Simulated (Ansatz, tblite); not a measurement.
# The cluster PbBr₂: rung by rung

Aim: run the singlet of the cluster PbBr₂ at one geometry on many levels, and compare frontier levels, spin and run time.

Computed with Ansatz 0.2.0, Gaussian basis. Level: as each input shows.

The runs, in order: GFN1-xTB, GFN2-xTB, PBE-D4/def2-TZVP, r2SCAN-D4/def2-TZVP, B3LYP-D4/def2-TZVP, LC-ωPBE/def2-TZVP, revPBE-D4/def2-TZVP, ωB97M-V/def2-TZVP, CAM-B3LYP-D4/def2-TZVP, PBE-D4/def2-SVP, PBE0-D4/def2-SVP, PBE0-D4/def2-TZVPD, PBE-D4/def2-TZVPD, r2SCAN-D4/def2-TZVPD, CCSD(T)/def2-TZVPP, MP2/def2-TZVP, RPA/def2-TZVP.

### Step 1. The geometry

The geometry is that of the singlet, from an earlier relaxation (B3LYP-D4/def2-TZVP). At that level it is the lowest of the isomers that a small search found.

3 atoms, charge 0, spin multiplicity 1.

Bond lengths: Pb1–Br2 2.635 Å, Pb1–Br3 2.635 Å. Angles: Br2–Pb1–Br3 100.8°.

Pb takes a core potential in the def2 sets. No spin-orbit coupling is included.

PBE0-D4/def2-TZVP was run before; its log isn't repeated, and its numbers join the tables.

### Step 2. GFN1-xTB

Tight binding, by tblite at 300 K electronic temperature and without a spin-polarisation term:

```python
tblite.interface.Calculator('GFN1-xTB', numbers, positions, charge=0, uhf=0).singlepoint()
```

Energy -258.0082 eV, HOMO -9.64 eV, LUMO -6.81 eV; 0.003 s.

### Step 3. GFN2-xTB

Tight binding, by tblite at 300 K electronic temperature and without a spin-polarisation term:

```python
tblite.interface.Calculator('GFN2-xTB', numbers, positions, charge=0, uhf=0).singlepoint()
```

Energy -288.5501 eV, HOMO -11.09 eV, LUMO -8.65 eV; 0.002 s.

### Step 4. PBE-D4/def2-TZVP

start.molden holds the orbitals of an earlier run on this state, given as this run's starting guess.

in.yaml reads:

```yaml
crystal:
  periodic: [false, false, false]
  atoms:
    - {symbol: Pb, position_ang: [0.878533, 0.020943, 0.692973]}
    - {symbol: Br, position_ang: [0.777716, 0.458028, -1.903495]}
    - {symbol: Br, position_ang: [-1.656250, -0.478970, 1.210512]}
basis:
  gaussian: {orbitals: def2-TZVP, initial_orbitals: start.molden}
hamiltonian: {xc: pbe, dispersion: d4}
scf: {omitted_lower_state_checks: [starts]}
output: {orbitals: {seedname: orbitals}}
```

Run with:

```bash
> ansatz run in.yaml --threads 4 --pin off --events-out ev --progress --plain --max-ram 3916MiB
```

Further steps of the session: r2SCAN-D4/def2-TZVP; B3LYP-D4/def2-TZVP; LC-ωPBE/def2-TZVP; revPBE-D4/def2-TZVP; ωB97M-V/def2-TZVP; CAM-B3LYP-D4/def2-TZVP; PBE-D4/def2-SVP; PBE0-D4/def2-SVP; PBE0-D4/def2-TZVPD; PBE-D4/def2-TZVPD; r2SCAN-D4/def2-TZVPD; CCSD(T)/def2-TZVPP; MP2/def2-TZVP; RPA/def2-TZVP.

**Question.** What will the summary of the whole plan be? Wanted: gap in def2-TZVP, named functionals, smallest and largest; correlation energy, CCSD(T)/def2-TZVPP; correlation energy, MP2/def2-TZVP; binding an atom, CCSD(T)/def2-TZVPP; PBE0 total energy, smallest basis above largest.

The runs gave:

| quantity | value |
| --- | --- |
| gap in def2-TZVP, named functionals, smallest and largest | 2.82 eV (PBE-D4), 8.85 eV (LC-ωPBE) |
| correlation energy, CCSD(T)/def2-TZVPP | -25.61 eV |
| correlation energy, MP2/def2-TZVP | -25.42 eV |
| binding an atom, CCSD(T)/def2-TZVPP | 2.235 eV |
| PBE0 total energy, smallest basis above largest | 17.27 eV (def2-SVP, def2-TZVPD) |

**Reading.** Orbital gaps of the named functionals in def2-TZVP span 2.82 eV (PBE-D4) to 8.85 eV (LC-ωPBE); exact exchange widens it. The functionals in def2-TZVP miss CCSD(T)/def2-TZVPP by -0.074 (LC-ωPBE) to +0.237 eV (PBE-D4) an atom. CCSD(T)/def2-TZVPP isn't at the basis-set limit; small misses against it rank nothing.
